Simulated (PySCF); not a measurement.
Molecule: SMILES [AlH4-], [AlH4]-.

Atoms are numbered as in `[AlH4-:1]`. Hydrogens are named by the atom that carries them.

Geometry PBE0-D3(BJ)/def2-SVP throughout; GIAO in PySCF 2.14, gas phase, one conformer, non-relativistic; equivalent atoms averaged; basis pcSseg-2.

(1) How do the absolute shieldings σ depend on the functional? (ppm; last column core-seconds on shared hosts with different chips, so compare them loosely; the GGAs took longer than the global hybrids here, which isn't the general rule, and the cause wasn't traced)

(2) Which nucleus moves most, in ppm?

Results:

(1) 
```csv
functional,kind,Al1,H(Al1),core-s
HF,Hartree–Fock,511.7,28.49,0.71
LDA,LDA,465.1,27.37,1.9
PBE,GGA,478.4,27.92,2.2
BLYP,GGA,472.9,28.18,2.2
BP86,GGA,476.5,27.95,2.3
OPBE,GGA,496.7,28.02,2.3
KT2,GGA,493.0,27.97,2.5
KT3,GGA,499.5,28.35,2.3
B97-D,GGA,493.2,28.27,2.3
B3LYP,global hybrid,478.2,28.23,1.5
PBE0,global hybrid,485.2,28.02,1.5
mPW1PW91,global hybrid,484.4,28.09,1.6
WP04,global hybrid,478.8,29.20,1.6
B97-2,global hybrid,492.4,28.24,1.6
BHandHLYP,global hybrid,488.2,28.33,1.6
CAM-B3LYP,range-separated hybrid,478.3,28.17,2
wB97X-D,range-separated hybrid,486.9,28.13,2.1
LC-wPBE,range-separated hybrid,484.9,28.17,2.5
```

(2) Al1 (aluminium bonded to 4 H): from 465.1 ppm with LDA to 511.7 ppm with HF. The smallest spread is 1.83 ppm, at H(Al1).
